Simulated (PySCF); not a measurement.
Simulated outer-valence photoelectron spectrum of 2-cyanoacetamide (`N#CCC(N)=O`). The calculation used EOM-IP-CCSD/aug-cc-pVDZ in PySCF, restricted Hartree–Fock reference, frozen core, non-relativistic, gas phase, PBE0-D3(BJ)/def2-SVP geometry.

Each root has a Gaussian of 0.6 eV full width with its one-hole share as area; cross sections and vibrations are left out, and the highest printed point is 100.

```json
{"ionisation energy (eV)": "9.6", "intensity": "0"}
{"ionisation energy (eV)": "9.8", "intensity": "3"}
{"ionisation energy (eV)": "10.0", "intensity": "16"}
{"ionisation energy (eV)": "10.2", "intensity": "46"}
{"ionisation energy (eV)": "10.4", "intensity": "78"}
{"ionisation energy (eV)": "10.6", "intensity": "90"}
{"ionisation energy (eV)": "10.8", "intensity": "74"}
{"ionisation energy (eV)": "11.0", "intensity": "41"}
{"ionisation energy (eV)": "11.2", "intensity": "13"}
{"ionisation energy (eV)": "11.4", "intensity": "3"}
{"ionisation energy (eV)": "11.6", "intensity": "0"}
{"ionisation energy (eV)": "11.8", "intensity": "0"}
{"ionisation energy (eV)": "12.0", "intensity": "0"}
{"ionisation energy (eV)": "12.2", "intensity": "3"}
{"ionisation energy (eV)": "12.4", "intensity": "15"}
{"ionisation energy (eV)": "12.6", "intensity": "44"}
{"ionisation energy (eV)": "12.8", "intensity": "78"}
{"ionisation energy (eV)": "13.0", "intensity": "97"}
{"ionisation energy (eV)": "13.2", "intensity": "100"}
{"ionisation energy (eV)": "13.4", "intensity": "92"}
{"ionisation energy (eV)": "13.6", "intensity": "70"}
{"ionisation energy (eV)": "13.8", "intensity": "44"}
{"ionisation energy (eV)": "14.0", "intensity": "39"}
{"ionisation energy (eV)": "14.2", "intensity": "54"}
{"ionisation energy (eV)": "14.4", "intensity": "54"}
{"ionisation energy (eV)": "14.6", "intensity": "38"}
{"ionisation energy (eV)": "14.8", "intensity": "41"}
{"ionisation energy (eV)": "15.0", "intensity": "56"}
{"ionisation energy (eV)": "15.2", "intensity": "50"}
{"ionisation energy (eV)": "15.4", "intensity": "28"}
{"ionisation energy (eV)": "15.6", "intensity": "22"}
{"ionisation energy (eV)": "15.8", "intensity": "42"}
{"ionisation energy (eV)": "16.0", "intensity": "57"}
{"ionisation energy (eV)": "16.2", "intensity": "43"}
{"ionisation energy (eV)": "16.4", "intensity": "17"}
{"ionisation energy (eV)": "16.6", "intensity": "4"}
{"ionisation energy (eV)": "16.8", "intensity": "0"}
```

Q: Where are the maxima, and how many lines lie under the curve?

A: 5 maxima, at 10.6, 13.1, 14.3, 15.1 and 16.0 eV, from 8 lines. At this width some lines have no maximum of their own.

Q: List the lines with their holes.

A: 
```tsv
E (eV)	leading hole (HF orbital)	area	Koopmans (eV)
10.41	HOMO-1	0.94	12.13
10.76	HOMO	0.94	11.91
12.82	HOMO-2	0.95	13.17
13.17	HOMO-3	0.95	13.72
13.54	HOMO-5	0.93	15.80
14.30	HOMO-4	0.92	15.59
15.07	HOMO-6	0.94	16.85
16.01	HOMO-7	0.94	17.87
```

The widest gap, 2.06 eV, lies between 10.76 and 12.82 eV. Only orbitals with −ε under 21 eV, eight at most, were ionised, so the high end of the curve may lack lines.

On an Arm Neoverse V2 with one thread, no GPU, shared host, this took 9.6 min.

The values belong to the conformer `[N:1]#[C:2][CH2:3][C:4]([NH2:5])=[O:6]`: C2–C3–C4–N5 -4°, H–N5–C4–C3 2°, H–N5–C4–C3 179°.
